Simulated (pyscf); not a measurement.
Thermochemistry of product channels of O=W(=O)(F)–F + H₂ on the singlet surface, in kcal/mol, from ωB97M-D3(BJ)/def2-TZVP energies (ideal gas, 1 atm, RRHO with modes under 100 cm⁻¹ raised to 100, one conformer, R ln 2 for rigid chiral ones). Single points on ωB97X-D3(BJ)/def2-SVP structures (PySCF, gas phase).

```json
[
 {"products": "O=WH(OH)(F)–F", "ΔE": "(withheld)", "ΔH(298 K)": "+3.3", "ΔG(600 K)": "+18.8", "ΔG(1200 K)": "+34.3"},
 {"products": "H₂O + O=W(F)–F [singlet]", "ΔE": "(withheld)", "ΔH(298 K)": "+43.4", "ΔG(600 K)": "+37.3", "ΔG(1200 K)": "(withheld)"},
 {"products": "HO–W(OH)(F)–F [singlet]", "ΔE": "+15.8", "ΔH(298 K)": "+21.1", "ΔG(600 K)": "+35.4", "ΔG(1200 K)": "+49.2"},
 {"products": "O=WH(=O)–F + HF", "ΔE": "+25.7", "ΔH(298 K)": "+28.0", "ΔG(600 K)": "+24.0", "ΔG(1200 K)": "+21.0"}
]
```

**Question.** Some entries are withheld; supply them.

**Answer.** 
- O=WH(OH)(F)–F, ΔE: -0.6
- H₂O + O=W(F)–F [singlet], ΔE: +38.8
- H₂O + O=W(F)–F [singlet], ΔG(1200 K): +32.9

These are energies of the channels, which say nothing of barriers. The other spin state of O=W(F)–F [singlet] is not in these data. The other spin state of HO–W(OH)(F)–F [singlet] is not in these data. A restricted singlet here is unstable towards spin polarisation, as is usual where a triplet lies low; its energy is less safe. Elements past Kr carry the def2 core potentials, without spin-orbit coupling.
